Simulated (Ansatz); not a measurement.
Basis-set extrapolation for C₃H₅NO (`CC1=NCO1`) (PBE0-D4/def2-TZVP geometry, frozen core, the Gaussian-basis code of Ansatz). Multiplicity 1, RHF reference.

```csv
,def2-TZVPP,def2-QZVPP
HF,-245.875443,-245.886641
MP2 correlation,-0.922603,-0.986219
CCSD(T) correlation,-0.988196,not run
```

Energies in hartree. Use E(X) = E(∞) + A·exp(−7.88·√X) for Hartree–Fock and E(X) = E(∞) + B·X^(−2.97) for correlation, with X = 3 and 4, and add CCSD(T) minus MP2 of the smaller set to the MP2 limit.

**Question.** What is the CCSD(T) energy at the basis-set limit?

**Answer.** HF limit: -245.886641 + (-0.011198) × 0.13774 = -245.88818. MP2 limit: -0.986219 + (-0.063616) × 0.74074 = -1.03334. Higher-order term: -0.988196 − (-0.922603) = -0.06559. Total: -246.98711 hartree, 77.5 kcal/mol below CCSD(T)/def2-TZVPP.
